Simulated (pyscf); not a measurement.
Thermochemistry of product channels of H₂C=CH₂ + HCl on the singlet surface, in kcal/mol, from ωB97M-D3(BJ)/def2-TZVP energies (ideal gas, 1 atm, RRHO with modes under 100 cm⁻¹ raised to 100, one conformer, R ln 2 for rigid chiral ones). Single points on ωB97X-D3(BJ)/def2-SVP structures (PySCF, gas phase).

| products | ΔE | ΔH(298 K) | ΔG(600 K) | ΔG(900 K) |
|---|---|---|---|---|
| H₃C–Cl + CH₂ [singlet] | +93.2 | +91.3 | +88.8 | … |
| H₂C=CH–Cl + H₂ | … | +14.7 | +16.1 | +16.2 |

Question: What belongs in the gaps?

Answer: 
- H₃C–Cl + CH₂ [singlet], ΔG(900 K): +87.5
- H₂C=CH–Cl + H₂, ΔE: +17.6

These are energies of the channels, which say nothing of barriers. CH₂ [singlet] is an excited spin state, 8.9 kcal/mol over the triplet at ωB97X-D3(BJ). A restricted singlet here is unstable towards spin polarisation, as is usual where a triplet lies low; its energy is less safe.
